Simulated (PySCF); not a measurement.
## Stretching LiS

Set-up: Li pcseg-1, S pcseg-1; no relativity (PySCF 2.14). Energies in eV from Li + S in their ground configurations at the same level. State: ²Π (doublet), unpaired electrons π ↑.

All columns are BP86. A positive dipole means Li(−)S(+).

| R (Å) | E (eV) | μ (D) | Mulliken charge on Li (basis-dependent) | HOMO (eV) | LUMO (eV) | Mayer bond order | ⟨S²⟩ |
| --- | --- | --- | --- | --- | --- | --- | --- |
| 1.861 | -2.692 | -6.04 | 0.50 | -4.94 | -4.69 | 0.88 | 0.75 |
| 1.948 | -2.958 | -6.32 | 0.52 | -4.82 | -4.57 | 0.84 | 0.75 |
| 2.034 | -3.111 | -6.61 | 0.54 | -4.71 | -4.46 | 0.81 | 0.75 |
| 2.099 | -3.170 | -6.83 | 0.56 | -4.63 | -4.38 | 0.79 | 0.75 |
| 2.164 | -3.191 | -7.04 | 0.57 | -4.55 | -4.30 | 0.77 | 0.75 |
| 2.229 | -3.184 | -7.25 | 0.57 | -4.48 | -4.22 | 0.76 | 0.75 |
| 2.316 | -3.139 | -7.54 | 0.58 | -4.39 | -4.13 | 0.74 | 0.75 |
| 2.424 | -3.044 | -7.89 | 0.59 | -4.28 | -4.02 | 0.72 | 0.75 |
| 2.554 | -2.892 | -8.31 | 0.60 | -4.15 | -3.90 | 0.71 | 0.75 |
| 2.727 | -2.655 | -8.85 | 0.60 | -4.01 | -3.75 | 0.69 | 0.75 |

A fit through these points gives, at Re = 2.178 Å, μ = -7.08 D and dμ/dR = -3.29 D/Å; the reduced mass is 5.753 u.

How strong is the fundamental in the double-harmonic approximation, I = 42.26·(dμ/dR)²/μred km/mol?

I = 42.26·(-3.29)²/5.753 = 79.5 km/mol at BP86.

The state was picked by a PBE0 search and need not be the measured ground state.
